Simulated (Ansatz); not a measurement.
Relaxation of BClFH₃ (6 atoms, charge 0, multiplicity 1), to a largest force component of 0.03 eV/Å in at most 50 steps.

All numbers below come from RHF/def2-SVP in Ansatz 0.2.0.

```xyz
6
Properties=species:S:1:pos:R:3
B -0.010 -0.261 -0.034
H 0.040 -0.341 1.157
F 1.120 -0.304 -0.688
H -1.033 -0.192 -0.639
Cl 0.068 2.587 1.093
H 0.067 1.434 1.735
```

Task: Where does it end, and by what steps?

Result: The run converged. The force dipped under the threshold on the way, but the program's further checks kept it going. After 22 steps the energy has fallen by 0.191 eV; H6 moved furthest, 1.08 Å.

| step | energy less start (eV) | largest force component (eV/Å) | accepted |
| --- | --- | --- | --- |
| 0 | 0.0000 | 1.522 | yes |
| 1 | -0.1091 | 0.658 | yes |
| 2 | -0.1407 | 0.502 | yes |
| 3 | -0.1456 | 0.911 | yes |
| 4 | -0.1666 | 0.237 | yes |
| 5 | -0.1776 | 0.122 | yes |
| 6 | -0.1821 | 0.084 | yes |
| 7 | -0.1832 | 0.044 | yes |
| 8 | -0.1818 | 0.283 | no |
| 9 | -0.1839 | 0.014 | yes |
| 10 | -0.1837 | 0.208 | no |
| 11 | -0.1842 | 0.052 | yes |
| 12 | -0.1825 | 0.235 | no |
| 13 | -0.1845 | 0.028 | yes |
| 14 | -0.1848 | 0.030 | yes |
| 15 | -0.1851 | 0.088 | yes |
| 16 | -0.1853 | 0.105 | yes |
| 17 | -0.1853 | 0.135 | yes |
| 18 | -0.1821 | 0.413 | no |
| 19 | -0.1864 | 0.025 | yes |
| 20 | -0.1871 | 0.111 | yes |
| 21 | -0.1874 | 0.170 | yes |
| 22 | -0.1908 | 0.019 | yes |

```xyz
6
Properties=species:S:1:pos:R:3
B -0.054 -0.485 -0.158
H -0.219 -0.940 0.937
F 1.176 -0.237 -0.544
H -0.945 -0.281 -0.931
Cl -0.338 2.571 1.271
H 0.630 2.295 2.049
```

Whether the end is a true minimum wasn't checked by a vibrational analysis.

Time of the run: 16 s on 1 thread of Arm Neoverse V2 (shared host), peak memory 0.11 GiB.
